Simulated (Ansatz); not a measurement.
C2H4S2, SMILES SC1CS1, a rigid scan of one bond angle

Run with Ansatz's Python interface.

The script, `c2h4s2_bend.py`:
```python
"""Bending curve of C2H4S2."""

import ansatz as az
from ase import Atoms

BASIS_SET = "def2-SVP"
XC = "pbe0"
FORCE_TOL = 0.02
LEVEL = "MP2"


def main() -> None:
    atoms = Atoms(["S", "C", "C", "S", "H", "H", "H", "H"], positions=[
        (-0.0495, 1.7375, -0.5859),
        (-0.4448, 0.3601, 0.3324),
        (0.4759, -0.7946, 0.3397),
        (-0.8368, -1.0025, -0.6038),
        (-0.0965, 1.1925, -1.824),
        (-1.0267, 0.5542, 1.2273),
        (0.5915, -1.3906, 1.2595),
        (1.4791, -0.7135, -0.2009),
    ])

    # relax first, so that the scan starts from a minimum
    first = (
        az.Crystal.molecule_from_ase(atoms).calculation()
        .basis(gaussian=BASIS_SET)
        .functional(XC)
        .relax(force_tolerance=FORCE_TOL, max_steps=80)
    )
    atoms.positions = first.run(threads=1).report["positions_ang"]

    rows = []
    for angle in [85, 95, 105, 115, 125, 140, 160]:
        bent = atoms.copy()
        bent.set_angle(1, 0, 4, angle, indices=[4])
        job = (
            az.Crystal.molecule_from_ase(bent).calculation()
            .basis(gaussian=BASIS_SET)
            .correlation(LEVEL)
        )
        rows.append((angle, job.run(threads=1).report["free_energy_ev"]))
    floor = min(e for _, e in rows)
    for angle, e in rows:
        print(f"angle C1-S0-H4 = {angle:3d} deg   {1000 * (e - floor):9.1f} meV")


if __name__ == "__main__":
    main()
```

```console
$ python c2h4s2_bend.py
angle C1-S0-H4 =  85 deg        83.0 meV
angle C1-S0-H4 =  95 deg         0.0 meV
angle C1-S0-H4 = 105 deg        86.6 meV
angle C1-S0-H4 = 115 deg       321.6 meV
angle C1-S0-H4 = 125 deg       685.7 meV
angle C1-S0-H4 = 140 deg      1429.2 meV
angle C1-S0-H4 = 160 deg      2595.0 meV
```

Notes:
- The scan is rigid, and the energies are electronic, in a modest basis. The zero is the lowest point of the grid, which needn't be the minimum.
- The start is relaxed with a density functional and scanned with the wavefunction method, so it isn't exactly that method's minimum.
- It ran for 32 s on 1 thread of Arm Neoverse V2, on a shared host, peak memory 0.24 GiB.

(Lines on the test bed's own set-up are left out of the output.)
